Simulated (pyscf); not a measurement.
## Substitution at Si: AsH₂• + disilane (H₃Si–SiH₃) -> H₃Si–AsH₂ + silyl (SiH₃•)

Gas phase, doublet surface, charge 0. Bonds broken: Si4–Si5. Bonds formed: As1–Si4. PySCF, gas phase, ωB97X-D3(BJ)/def2-SVP geometries.

Transition state (Å):

```xyz
11

As     1.6322    -1.1420     0.0825
H      1.6855    -0.9616     1.5926
H      0.8352    -2.4330     0.2018
Si    -0.4436     0.2554    -0.1268
Si    -2.5454     1.6165    -0.2817
H      0.2905     1.5354     0.1117
H     -1.1288    -0.4283     1.0143
H     -0.7100    -0.1960    -1.5265
H     -2.4206     2.6010    -1.3979
H     -3.6967     0.7010    -0.5393
H     -2.7509     2.3376     1.0098
```

One imaginary mode, 518i cm⁻¹; descent along it reached the two sides named.

```
bond     change  reactant side (Å)  saddle  product side
-------  ------  -----------------  ------  ------------
Si4–Si5  breaks              2.338   2.509           3.5
As1–Si4   forms                3.6   2.511         2.360
```

Electronic energies relative to the separated reactants (kcal/mol):

```csv
level,barrier,reaction energy,reverse barrier
ωB97X-D3(BJ)/def2-TZVP,12.8,+10.5,2.3
PBE/def2-TZVP,7.6,+8.7,-1.1
r²SCAN/def2-TZVP,9.7,+8.5,1.2
B3LYP-D3(BJ)/def2-TZVP,12.6,+10.1,2.5
PBE0-D3(BJ)/def2-TZVP,10.0,+9.3,0.6
M06-2X/def2-TZVP,17.3,+11.5,5.9
ωB97M-D3(BJ)/def2-TZVP,17.2,+11.6,5.6
HF/def2-TZVP,37.4,+12.9,24.5
```

With ωB97M-D3(BJ)/def2-TZVP energies and thermal terms (ideal gas, 1 atm, RRHO with modes under 100 cm⁻¹ raised to 100, one conformer, R ln 2 for rigid chiral ones), in kcal/mol:

| T (K) | ΔH‡ | ΔG‡ | ΔH | ΔG |
|---|---|---|---|---|
| 298 | 17.5 | 26.6 | +11.8 | +11.1 |
| 600 | 18.0 | 35.6 | +11.7 | +10.4 |
| 900 | 18.7 | 44.3 | +11.7 | +9.7 |
| 1200 | 19.3 | 52.7 | +11.7 | +9.0 |

At PBE this geometry lies under the product side: in single points on another level's saddle the reverse barrier vanishes, and the forward threshold there is about the reaction energy. This is the saddle that the search found; another between the same sides may lie lower. The angle at the attacked Si is 178°. Elements up to Kr have no core potential and no relativistic terms here.
